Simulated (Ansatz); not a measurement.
Fluorite SrCl2, treated with r²SCAN+rVV10 (plane waves, PAW; Ansatz, a first-principles code).

Run with plane-wave cutoff 560 eV, 8×8×8 k mesh, Fermi–Dirac smearing 0.01 eV, scalar-relativistic PAW data made under PBE.

Pressure at four volumes; x = ln(V/27.986 Å³). One pressure is withheld.

```csv
V (Å³/atom),x,P (GPa)
26.307,-0.0619,?
26.867,-0.0408,1.778
27.986,0.0000,0.000
29.665,0.0583,-2.028
```

Pass a parabola P(x) through the three rows shown, estimate the bulk modulus and its pressure derivative near zero pressure, and predict the withheld pressure.

Slopes between the rows: (0.000 − (1.778))/(0.0000 − (-0.0408)) = -43.58 and (-2.028 − (0.000))/(0.0583 − (0.0000)) = -34.79 GPa. Their difference over the span 0.0991 is c = 8.79/0.0991 = 88.7 GPa, so P(x) = 1.778 + (-43.58)(x − (-0.0408)) + 88.7 (x − (-0.0408))(x − (0.0000)). At the middle row B = −dP/dx = −[-43.58 + 88.7 × 0.0408] = 40.0 GPa, and B′ = dB/dP = 2c/B = 4.4. At x = -0.0619 the parabola gives 2.813 GPa; the run gives 2.826 GPa. The Birch–Murnaghan fit to the energies at all volumes has B0 = 39.7 GPa and B′ = 4.5.

Measured, for comparison: bulk modulus 34.3 GPa (temperature not stated, not corrected to a static lattice, from elastic constants; as tabulated in Kanchana et al., Calculated structural, elastic and electronic properties of …). Computed (rounded) less measured: bulk modulus +16 % (against room or unstated temperature, where such soft solids are markedly softer).
